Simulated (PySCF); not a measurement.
C2H6S.

```xyz
9

C     -1.4669     0.7824    -0.2302
C     -0.5562    -0.4185    -0.4310
S      1.0706    -0.2695     0.3929
H     -2.4354     0.6106    -0.7073
H     -1.0313     1.6814    -0.6698
H     -1.6322     0.9739     0.8303
H     -0.9936    -1.3156     0.0096
H     -0.3975    -0.6250    -1.4893
H      1.4979     0.8038    -0.2935
```

Geometry optimised at B3LYP-D3(BJ)/def2-TZVP. Other conformers were not sampled.

Calculation: PBE0/pcSseg-1 run with PySCF. Non-relativistic, no solvent.

Computed absolute GIAO shielding of each atom: isotropic value and principal components (ppm):
| atom | σ(iso) | σ11 | σ22 | σ33 | span |
|---|---|---|---|---|---|
| C1 | 163.4 | 145.8 | 157.4 | 187.0 | 41.2 |
| C2 | 159.8 | 142.1 | 163.2 | 173.9 | 31.8 |
| S3 | 567.8 | 415.9 | 500.5 | 787.1 | 371.2 |
| H4 | 30.1 | 25.4 | 27.1 | 37.9 | 12.5 |
| H5 | 30.6 | 26.8 | 29.2 | 36.0 | 9.2 |
| H6 | 30.2 | 26.6 | 28.4 | 35.6 | 8.9 |
| H7 | 29.6 | 24.0 | 28.4 | 36.5 | 12.5 |
| H8 | 28.9 | 22.5 | 28.5 | 35.8 | 13.3 |
| H9 | 30.0 | 23.3 | 28.2 | 38.6 | 15.3 |
